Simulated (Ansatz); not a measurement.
What a trial cell of ReF2 relaxes into

These are results of Ansatz, DFT PBE, scalar-relativistic, plane waves, PAW, not measurements. Cutoff 420 eV, Γ-centred k mesh, Gaussian smearing, collinear spin, first started from parallel moments.

ReF2 was placed on the fluorite structure type (Fm-3m, No. 225), with Re in place of Ca, at a guessed volume.

```
CELL_PARAMETERS angstrom
0.00000 2.59202 2.59202
2.59202 0.00000 2.59202
2.59202 2.59202 0.00000
ATOMIC_POSITIONS crystal
Re 0.00000 0.00000 0.00000
F 0.25000 0.25000 0.25000
F 0.75000 0.75000 0.75000
```

Cell and atoms relax at zero pressure; the relaxation can't lower the symmetry of the start. After a coarse first stage the cell is made exact in the group found at 0.06 Å.

Energies over the elements count from the elements' standard structures at the same level (F₂ as a molecule), with no empirical corrections.

**Question.** Describe the relaxed structure.

**Answer.** It keeps Fm-3m (No. 225). The result has the fluorite structure. Conventional cell: a = 5.281 Å. Re has 8 F at 2.29 Å; F is coordinated by 4 Re at 2.29 Å and 6 F at 2.64 Å.

Space group Fm-3m (No. 225). a = 5.281 Å, b = 5.281 Å, c = 5.281 Å, α = 90.00°, β = 90.00°, γ = 90.00°
```csv
atom,site,symmetry,x,y,z
Re,4a,m-3m,0.0000,0.0000,0.0000
F,8c,-43m,0.2500,0.7500,0.7500
```

**Question.** What are its volume, energy, gap and moment?

**Answer.** The volume per atom is 12.27 Å³. The density is 10.11 g/cm³, the energy over the elements is 0.04 eV/atom and the gap on the 16×16×16 mesh is 0 eV (a metal). The net moment per atom is 0.30 μB and the largest site moment is 0.59 μB.

The final run used a 16×16×16 mesh on its 3-atom cell and 0.10 eV smearing. The k mesh leaves about 4 meV/atom of noise in metals. Spin–orbit coupling is left out. A structure relaxed within its symmetry needn't be a true minimum. The steps took about 40 core-seconds in all.

Cost: 3 runs of about 0.68 core-minutes in all, on Arm Neoverse V2 (shared hosts).